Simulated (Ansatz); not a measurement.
Born–Oppenheimer molecular dynamics of BFH2O (5 atoms, charge 0, multiplicity 1). It starts from a relaxed structure.

The calculation used RKS PBE0-D4/def2-SVP (Ansatz 0.2.0).

```json
{
  "ensemble": "NVE (Milne-controlled integrator)",
  "time step": "1 fs",
  "steps asked": "250",
  "starting velocities drawn for": "300 K",
  "seed": "883754"
}
```

First frame:

```xyz
5
Properties=species:S:1:pos:R:3
B 0.002 -0.082 -0.043
H -0.035 -0.127 1.166
F 1.142 0.221 -0.640
O -1.062 -0.323 -0.827
H -1.856 -0.536 -0.328
```

(1) How far do the bonds stretch over the last three quarters of this one trajectory? (Pairs bonded in most of those frames.)

Results:

(1) 
| bond | mean (Å) | spread (Å) | shortest | longest |
| --- | --- | --- | --- | --- |
| B1–H2 | 1.211 | 0.008 | 1.20 | 1.22 |
| B1–F3 | 1.323 | 0.022 | 1.28 | 1.37 |
| B1–O4 | 1.343 | 0.015 | 1.32 | 1.37 |
| O4–H5 | 0.963 | 0.009 | 0.94 | 0.98 |

Mean temperature of the second half: 151 K. The conserved energy stayed within 0.067 meV per atom of its start (net change 0.02 meV per atom), so the integration is sound. Over the second half the temperature averaged 0.50 of the 300 K drawn at the start: a run that starts near a minimum puts about half its kinetic energy into the potential. A run of 0.25 ps of so small a system gives no equilibrium averages.

Time of the run: 3.9 min on 1 thread of Intel(R) Xeon(R) Platinum 8375C CPU @ 2.90GHz (Ice Lake), with other jobs on the host, peak memory 0.11 GiB.
